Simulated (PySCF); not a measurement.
Vertical excitation energies

SiH3PH2, H5PSi.
Z-matrix (Å and degrees, PBE0-D3(BJ)/def2-SVP geometry), rows numbered from 1:
```
Si
P   1  2.2658
H   1  1.4938  2  108.02
H   1  1.4949  2  113.90  3   121.12
H   1  1.4938  2  108.01  3  -117.75
H   2  1.4290  1   93.76  3   -74.26
H   2  1.4293  1   93.72  3  -168.07
```

Level of theory: TDDFT wB97X-D/def2-SVPD, vertical, gas phase, core orbitals frozen in the response in PySCF 2.14.0, density-fitted response routines.

```tsv
state	E (eV)	λ (nm)	f	symmetry	main configurations (H = HOMO, L = LUMO)
S1	6.71	184.9	0.014	A″	H→L+2 (93%)
S2	6.84	181.3	0.042	A′	H→L+1 (59%), H→L (35%)
S3	7.07	175.3	0.256	A′	H→L (51%), H→L+1 (34%)
S4	7.68	161.4	0.0078	A″	H→L+4 (90%)
S5	7.70	160.9	0.021	A′	H→L+3 (88%)
S6	8.32	149.0	0.050	A′	H-1→L (74%), H→L+5 (10%)
S7	8.43	147.1	0.185	A′	H-1→L+1 (86%)
S8	8.52	145.5	0.039	A″	H-1→L+2 (65%), H-2→L+1 (15%), H-2→L (8%)
S9	8.74	141.9	0.047	A′	H→L+5 (60%), H-1→L+3 (9%)
S10	8.78	141.2	0.0002	–	H-1→L+4 (37%), H-2→L+1 (30%), H-1→L+2 (14%)
```

Triplets (Tamm–Dancoff): T1 5.82 eV, H→L (67%), H→L+5 (14%), H→L+1 (9%); T2 5.89 eV, H→L+2 (93%); T3 6.59 eV, H→L+1 (85%); T4 7.31 eV, H→L+4 (81%), H-1→L+2 (8%).

The lowest singlet comes at 185 nm (647 kJ/mol) in the vacuum ultraviolet; it is weak; its leading configuration is HOMO→LUMO+2 (93%). The most intense listed level is S3 at 7.07 eV (175 nm, f = 0.256), 0.37 eV above S1. Löwdin shares by element: HOMO phosphorus 66%, silicon 15%, hydrogen 13% or more; LUMO silicon 43%, phosphorus 25%, hydrogen 15% or more (atoms not listed hold the other 16%). The listed states span 2.07 eV. Weighted by f, the mean energy of these states is 7.75 eV. Of the 10 states listed, 8 reach f = 0.01 and 1 stays under 0.0005. The vertical ionisation energy (ΔSCF) is 9.89 eV, 1.11 eV above S10. Symmetry labels in Cs follow from the direction of the transition dipole and are given only for states with f of 0.002 or more. Only the lowest 10 singlets were computed, as vertical energies without vibronic structure.
